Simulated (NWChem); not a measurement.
System: Si, triplet

The following NWChem deck was run.

```
start job
memory heap 200 mb stack 900 mb global 1100 mb
geometry units angstroms noautoz
  Si     0.000000     0.000000     0.000000
end
basis spherical
  * library def2-svp
end
dft
  odft
  mult 3
  xc xpbe96 cpbe96
  iterations 150
  mulliken
end
task dft energy
```

Excerpt of the output:

```
             Northwest Computational Chemistry Package (NWChem) 7.3.0
             --------------------------------------------------------

                             Geometry "geometry" -> ""
                             -------------------------

 Output coordinates in angstroms (scale by  1.889725989 to convert to a.u.)

  No.       Tag          Charge          X              Y              Z
 ---- ---------------- ---------- -------------- -------------- --------------
    1 Si                  14.0000     0.00000000     0.00000000     0.00000000

 Effective nuclear repulsion energy (a.u.)       0.0000000000

  pbe96 is a nonlocal functional; adding pw91lda local functional.

                                 NWChem DFT Module
                                 -----------------

 Summary of "ao basis" -> "ao basis" (spherical)
 ------------------------------------------------------------------------------
       Tag                 Description            Shells   Functions and Types
 ---------------- ------------------------------  ------  ---------------------
 Si                         def2-svp                 8       18   4s3p1d

            General Information
            -------------------
          SCF calculation type: DFT
          Wavefunction type:  spin polarized.
          No. of atoms     :     1
          No. of electrons :    14
           Alpha electrons :     8
            Beta electrons :     6
          Charge           :     0
          Spin multiplicity:     3
          Use of symmetry is: off; symmetry adaption is: off
          Maximum number of iterations: 150
          AO basis - number of functions:    18
                     number of shells:     8
          Convergence on energy requested:  1.00D-06
          Convergence on density requested:  1.00D-05
          Convergence on gradient requested:  5.00D-04

              XC Information
              --------------
          PerdewBurkeErnzerhof Exchange Functional  1.000
            Perdew 1991 LDA Correlation Functional  1.000 local
           PerdewBurkeErnz. Correlation Functional  1.000 non-local

             Grid Information
             ----------------
          Grid used for XC integration:  medium
          Radial quadrature: Mura-Knowles
          Angular quadrature: Lebedev.
          Tag              B.-S. Rad. Rad. Pts. Rad. Cut. Ang. Pts.
          ---              ---------- --------- --------- ---------
          Si                  1.10       88           6.0       590
          Grid pruning is: on
          Number of quadrature shells:    88
          Spatial weights used:  Erf1

      Superposition of Atomic Density Guess
      -------------------------------------

 Sum of atomic energies:        -288.73854434

      Non-variational initial energy
      ------------------------------

 Total energy =    -288.516933
 1-e energy   =    -400.463815
 2-e energy   =     111.946882
 HOMO         =      -0.065977
 LUMO         =      -0.065977

     ---------------------------------------------
      Total Density - Mulliken Population Analysis
     ---------------------------------------------

    Atom       Charge   Shell Charges
 -----------   ------   -------------------------------------------------------
    1 Si  14    14.00   2.00  1.99  1.33  0.67  5.93  0.60  1.47  0.00

     --------------------------------------------
      Spin Density - Mulliken Population Analysis
     --------------------------------------------

    Atom       Charge   Shell Charges
 -----------   ------   -------------------------------------------------------
    1 Si  14     2.00   0.00  0.00  0.00  0.00  0.01  0.52  1.48  0.00

   convergence    iter        energy       DeltaE   RMS-Dens  Diis-err
 ---------------- ----- ----------------- --------- --------- ---------
 d= 0,ls=0.0,diis     1   -289.1116828837 -2.89D+02  1.74D-02  2.00D-02
                                                     1.02D-02  1.22D-02
 d= 0,ls=0.5,diis     2   -289.1232513855 -1.16D-02  2.84D-03  8.19D-04
                                                     3.39D-03  5.81D-04
 d= 0,ls=0.5,diis     3   -289.1240383954 -7.87D-04  7.04D-04  9.30D-05
                                                     1.07D-03  9.31D-05
 d= 0,ls=0.5,diis     4   -289.1241325050 -9.41D-05  3.26D-04  1.99D-05
                                                     5.62D-04  2.16D-05
 d= 0,ls=0.5,diis     5   -289.1241546988 -2.22D-05  1.58D-04  4.66D-06
                                                     2.78D-04  5.11D-06
  Resetting Diis
 d= 0,ls=0.5,diis     6   -289.1241598206 -5.12D-06  7.47D-05  1.06D-06
                                                     1.38D-04  1.19D-06
 d= 0,ls=0.5,diis     7   -289.1241609912 -1.17D-06  5.51D-05  2.47D-07
                                                     8.37D-05  2.81D-07
 d= 0,ls=0.5,diis     8   -289.1241613118 -3.21D-07  9.04D-06  1.80D-08
                                                     2.57D-05  3.96D-08
 d= 0,ls=0.5,diis     9   -289.1241613415 -2.97D-08  2.86D-06  2.28D-09
                                                     1.19D-05  7.82D-09
 d= 0,ls=0.5,diis    10   -289.1241613472 -5.73D-09  1.44D-06  5.69D-10
                                                     6.45D-06  2.07D-09

         Total DFT energy =     -289.124161348755
      One electron energy =     -400.501360455204
           Coulomb energy =      132.027949803316
    Exchange-Corr. energy =      -20.650750696867
 Nuclear repulsion energy =        0.000000000000

 Numeric. integr. density =       13.999999975801

                    DFT Final Alpha Molecular Orbital Analysis
                    ------------------------------------------

[...]
```

Level: PBE/def2-SVP, spin-unrestricted. The open p shell is one determinant without spherical averaging. No stability test was run on the SCF state.
